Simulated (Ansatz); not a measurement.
**Calcium, fcc under PBE: testing the cold (Marzari-Vanderbilt) smearing**

How small must the cold (Marzari-Vanderbilt) smearing width be for energy and pressure to settle? The geometry was relaxed under PBE beforehand and stays fixed; 7 values are run, from 0.01 to 1.0 eV. Wanted are the values from which on the energy stays within 10 and 1 meV/atom, and the pressure within 0.5 GPa, of the narrowest run. Within the series other settings stay, but some runs also write fields, which adds to their time. Spin polarisation is left out.

Method: DFT PBE, plane waves with PAW, scalar-relativistic, in Ansatz 0.2.0.

**1. The starting structure**

It takes space group Fm-3m (No. 225, cubic). Conventional cell: a = 5.525 Å, b = 5.525 Å, c = 5.525 Å, α = 90.00°, β = 90.00°, γ = 90.00°. Ca (site symmetry m-3m) has 12 Ca at 3.91 Å as nearest neighbours.

Structure file:

```cif
data_structure
_symmetry_space_group_name_H-M 'Fm-3m'
_symmetry_Int_Tables_number 225
_cell_length_a 5.5254
_cell_length_b 5.5254
_cell_length_c 5.5254
_cell_angle_alpha 90.000
_cell_angle_beta 90.000
_cell_angle_gamma 90.000
_cell_volume 168.69
loop_
_atom_site_label
_atom_site_type_symbol
_atom_site_symmetry_multiplicity
_atom_site_Wyckoff_symbol
_atom_site_fract_x
_atom_site_fract_y
_atom_site_fract_z
_atom_site_occupancy
Ca1 Ca 4 a 0.00000 0.00000 0.00000 1
```

**2. With a width of 0.01 eV**

The run at 0.01 eV.

input.yaml

```yaml
crystal:
  lattice:
    - [0.0, 2.7627089163, 2.7627089163]
    - [2.7627089163, 0.0, 2.7627089163]
    - [2.7627089163, 2.7627089163, 0.0]
  atoms:
    - { symbol: Ca, position: [0.0, 0.0, 0.0] }
hamiltonian:
  xc: pbe
  pseudopotentials:
    kind: paw
    azcp:
      Ca: "pseudopotentials/Ca.paw.azcp"
basis:
  ecutwfc: 420
  fft_grid_basis: typed
kpoints:
  mp_grid: { grid: [10, 10, 10], shift: [0, 0, 0] }
magnetization:
  spin_polarized: false
scf:
  occupations: { method: cold, width: 0.01 }
  lower_state_search: "off"
output:
  stress: true
  write_density: true
  write_potential: true
  elf: true
  volumetric_format: npy
```

Started as:

```bash
$ ansatz run input.yaml --threads 1 --pin off --max-ram 3584MiB --backend cpu --events-out ev --progress --plain --runs-dir out
```

**3. With a width of 0.03 eV**

The run at 0.03 eV.

input.yaml, as its differences from that of step 2:

```diff
@@ -21,3 +21,3 @@
 scf:
-  occupations: { method: cold, width: 0.01 }
+  occupations: { method: cold, width: 0.03 }
   lower_state_search: "off"
@@ -25,5 +25 @@
   stress: true
-  write_density: true
-  write_potential: true
-  elf: true
-  volumetric_format: npy
```

**4. With a width of 0.1 eV**

The run at 0.1 eV.

input.yaml, as its differences from that of step 3:

```diff
@@ -21,3 +21,3 @@
 scf:
-  occupations: { method: cold, width: 0.03 }
+  occupations: { method: cold, width: 0.1 }
   lower_state_search: "off"
```

**5. With a width of 0.2 eV**

The run at 0.2 eV.

input.yaml, as its differences from that of step 4:

```diff
@@ -21,3 +21,3 @@
 scf:
-  occupations: { method: cold, width: 0.1 }
+  occupations: { method: cold, width: 0.2 }
   lower_state_search: "off"
```

**6. With a width of 0.3 eV**

The run at 0.3 eV.

input.yaml, as its differences from that of step 5:

```diff
@@ -21,3 +21,3 @@
 scf:
-  occupations: { method: cold, width: 0.2 }
+  occupations: { method: cold, width: 0.3 }
   lower_state_search: "off"
```

**7. With a width of 0.6 eV**

The run at 0.6 eV.

input.yaml, as its differences from that of step 6:

```diff
@@ -21,3 +21,3 @@
 scf:
-  occupations: { method: cold, width: 0.3 }
+  occupations: { method: cold, width: 0.6 }
   lower_state_search: "off"
```

**8. With a width of 1.0 eV**

The run at 1.0 eV.

input.yaml, as its differences from that of step 7:

```diff
@@ -21,3 +21,3 @@
 scf:
-  occupations: { method: cold, width: 0.6 }
+  occupations: { method: cold, width: 1.0 }
   lower_state_search: "off"
```

(Steps that only read results are left out.)

Before running it: what results should come out?

The runs gave:

| quantity | value |
| --- | --- |
| E(σ → 0) stays within 10 meV/atom of 0.01 eV | up to 1.0 eV |
| E(σ → 0) stays within 1 meV/atom | up to 0.2 eV |
| pressure stays within 0.5 GPa | up to 1.0 eV |
| pressure at 0.01 eV | 0.02 GPa |
| energy of a separate run on a finer mesh (16×16×16) | +0.6 meV/atom from 0.01 eV |

**Reading.** At 1.0 eV the energy differs by -6.1 meV/atom and the pressure by +0.1 GPa. Over the range F shifts by -60.9 meV/atom, while E(σ → 0) shifts by -6.1. This scheme cancels the term in the square of the width, so F moves little up to 0.2 eV. The mesh (10×10×10) is fixed, so the narrowest widths carry a k-point error of their own. A run on a finer mesh agrees with the yardstick to 1 meV/atom. The cell taken over is 3 % smaller than the measured one (43.63 Å³/atom, COD).
